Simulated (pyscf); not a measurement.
H₂Al–Cl + NH₃ → H₂N–AlH–Cl + H₂, a four-centre exchange (singlet surface; Al–H, H–N broken, Al–N, H–H formed). Optimised with ωB97X-D3(BJ)/def2-SVP in PySCF. Energies in kJ/mol from the separated reactants.

Small-basis levels: PySCF, no dispersion term, spherical d functions. 

Problem. Quick HF/6-31G* single points give ΔE‡ = 79.0 kJ/mol and ΔE = -58.0 kJ/mol. What does ωB97M-D3(BJ)/def2-TZVP give, and how far is the quick result from it?

Solution. ωB97M-D3(BJ)/def2-TZVP gives ΔE‡ = 5.5 kJ/mol and ΔE = -79.2 kJ/mol. HF/6-31G* lies 73.6 kJ/mol over it in the barrier and 21.2 kJ/mol over it in the reaction energy, so on this step it does not hold to within 12.6 kJ/mol. ωB97M-D3(BJ)/def2-TZVP has limits of its own. On the reactant side the descent ends in an adduct with a Al–N contact, 144.1 kJ/mol under the separated species and 143.3 kJ/mol under the saddle at ωB97X-D3(BJ)/def2-TZVP. What is counted as formed (Al–N) is already present as a longer contact in the reactant adduct; forming that adduct is a step of its own. At the saddle there is also a short Al–H contact that neither side keeps. This is the saddle that the search found; another between the same sides may lie lower.
